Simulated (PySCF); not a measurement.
Molecule: `InChI=1S/C4H7ClO/c1-2-3-4(5)6/h2-3H2,1H3`.

Geometry:
```json
{"atom": "C1", "x (Å)": "1.831", "y (Å)": "0.043", "z (Å)": "0.025"}
{"atom": "C2", "x (Å)": "0.449", "y (Å)": "-0.414", "z (Å)": "-0.410"}
{"atom": "C3", "x (Å)": "-0.657", "y (Å)": "0.311", "z (Å)": "0.337"}
{"atom": "C4", "x (Å)": "-2.036", "y (Å)": "-0.116", "z (Å)": "-0.068"}
{"atom": "O5", "x (Å)": "-2.333", "y (Å)": "-0.932", "z (Å)": "-0.870"}
{"atom": "Cl6", "x (Å)": "-3.304", "y (Å)": "0.784", "z (Å)": "0.835"}
{"atom": "H7", "x (Å)": "1.974", "y (Å)": "1.121", "z (Å)": "-0.153"}
{"atom": "H8", "x (Å)": "1.998", "y (Å)": "-0.139", "z (Å)": "1.099"}
{"atom": "H9", "x (Å)": "2.619", "y (Å)": "-0.491", "z (Å)": "-0.527"}
{"atom": "H10", "x (Å)": "0.315", "y (Å)": "-0.256", "z (Å)": "-1.492"}
{"atom": "H11", "x (Å)": "0.337", "y (Å)": "-1.499", "z (Å)": "-0.252"}
{"atom": "H12", "x (Å)": "-0.603", "y (Å)": "1.405", "z (Å)": "0.195"}
{"atom": "H13", "x (Å)": "-0.582", "y (Å)": "0.166", "z (Å)": "1.429"}
```

Geometry PBE0-D3(BJ)/def2-SVP throughout; GIAO in PySCF 2.14, gas phase, one conformer, non-relativistic; equivalent atoms averaged; functional PBE0.

(1) How do the shifts δ (against TMS, H2O, HCl at the same level) depend on the basis set? (ppm; last column core-seconds on 1 thread of an Intel Xeon 6975P-C, shared host)

(2) Which nucleus moves most, in ppm?

(3) Taking the largest basis, pcSseg-2 (321 functions), as the yardstick, rank the others by their worst heavy-atom deviation.

Results:

(1) 
```
  basis set  functions     C4    C3    C2    C1     O5    Cl6  H12/H13  H10/H11  H7/H8/H9  core-s
   pcSseg-0         72  196.6  53.1  18.9  16.0  651.3  456.4     2.79     1.54      1.07     4.1
    cc-pVDZ        123  176.2  50.5  21.9  15.1  547.6  412.4     2.53     1.45      0.81       8
aug-cc-pVDZ        205  178.3  49.9  21.6  14.0  530.0  433.0     2.95     1.68      0.95      16
    cc-pVTZ        282  182.3  51.7  21.2  14.2  567.6  437.1     2.85     1.61      0.88      26
   IGLO-III        289  187.3  53.4  21.7  14.4  571.8  475.2     2.91     1.64      0.87      27
   pcSseg-2        321  189.1  53.7  21.9  14.8  577.7  461.9     2.83     1.61      0.89      35
```

(2) O5 (carbonyl oxygen): from 530.0 ppm with aug-cc-pVDZ to 651.3 ppm with pcSseg-0. The smallest spread is 0.23 ppm, at H10/H11. Proton shifts span only some 12 ppm, so a few tenths of a ppm matter as much there as several ppm in carbon.

(3) IGLO-III 13.3 ppm (289 functions), cc-pVTZ 24.9 ppm (282 functions), aug-cc-pVDZ 47.7 ppm (205 functions), cc-pVDZ 49.6 ppm (123 functions), pcSseg-0 73.6 ppm (72 functions).

A small basis that lands close on one nucleus may do so by chance; judge by the trend and by all nuclei.
